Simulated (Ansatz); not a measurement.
# SiNO (doublet): from Hartree-Fock to the top rungs, cc-pVDZ

An exercise on one series of results from a longer session: the logs are not shown, and one member is left open.

Computed with Ansatz 0.2.0, Gaussian basis. Level: cc-pVDZ, core rule «outside noble gas», up to 7 orbitals frozen.

To be run: UHF; CCSD(T) on ROHF; CCSD(T) on UHF; BCCD(T) on ROHF; CISD; CCSDT(Q) on ROHF; CCSDT(Q) on UHF; CASSCF and MRCISD+Q, 13 electrons in 11 orbitals; CASSCF and NEVPT2, 13 electrons in 11 orbitals.

17 further runs of the same task are left out: 2 for a known fault of the program, 8 that didn't finish, 7 set aside as unsound or not needed.

### What is computed

The geometry is a PBE0/def2-TZVP stationary point (not a proven minimum).

3 atoms, charge 0, spin multiplicity 2.

Atoms are counted from 1 here; the program's logs count them from 0.

Bond lengths: N1–Si2 1.640 Å, Si2–O3 1.509 Å. Angles: N1–Si2–O3 180.0°.

Coordinates:

```xyz
3

N     0.0000    0.0000    1.5963
Si    0.0000    0.0000   -0.0435
O     0.0000    0.0000   -1.5528
```

The first run:

Input file in.yaml:

```yaml
crystal:
  periodic: [false, false, false]
  atoms:
    - {symbol: N, position_ang: [0.000000, 0.000000, 1.596300]}
    - {symbol: Si, position_ang: [0.000000, 0.000000, -0.043500]}
    - {symbol: O, position_ang: [0.000000, 0.000000, -1.552800]}
basis:
  gaussian: {orbitals: cc-pVDZ}
magnetization: {spin_polarized: true, initial_magnetization: 1}
hamiltonian: {xc: hf}
output: {orbitals: {seedname: orbitals}}
```

Launch:

```sh
$ ansatz run in.yaml --threads 1 --pin off --events-out ev --progress --plain --max-ram 2393MiB
```

Among the steps run: UHF; CCSD(T) on ROHF; CCSD(T) on UHF; BCCD(T) on ROHF; CISD; CCSDT(Q) on ROHF; CCSDT(Q) on UHF; CASSCF and MRCISD+Q, 13 electrons in 11 orbitals; CASSCF and NEVPT2, 13 electrons in 11 orbitals.

One of the session's tables, all rows but one given; the rest of the session is left out.

It belongs to the step «Misses and costs». 

```
          method  from RCCSDT(Q) (meV)
            ROHF              +12179.0
             UHF              +12080.5
            RMP2                     ?
            UMP2                +914.5
            CISD               +1889.7
           RCCSD                +628.0
           UCCSD                +623.1
        RCCSD(T)                +111.9
        UCCSD(T)                +112.3
         BCCD(T)                +103.7
          RCCSDT                 +66.8
          UCCSDT                 +66.1
       RCCSDT(Q)                     0
       UCCSDT(Q)                 -22.1
  CASSCF valence               +8015.7
  NEVPT2 valence               +1309.7
  MRCISD valence                +717.7
MRCISD+Q valence                +104.3
```

Q: Estimate the row for RMP2 from the others.

**Answer.** from RCCSDT(Q) (meV): +902.2. In the column «from RCCSDT(Q) (meV)» it lies between MRCISD valence (+717.7) and UMP2 (+914.5).

With the free atoms at the same levels and basis (separate runs), the atomisation energy is 7.222 eV at RCCSDT(Q), 7.132 eV at RCCSD(T), 7.127 eV at UCCSD(T), 2.712 eV at ROHF.

Caveats from the session: Restricted and unrestricted rows rest on different reference determinants; where their highest levels disagree by more than a few hundredths of an eV, they describe different states and don't form one ladder.
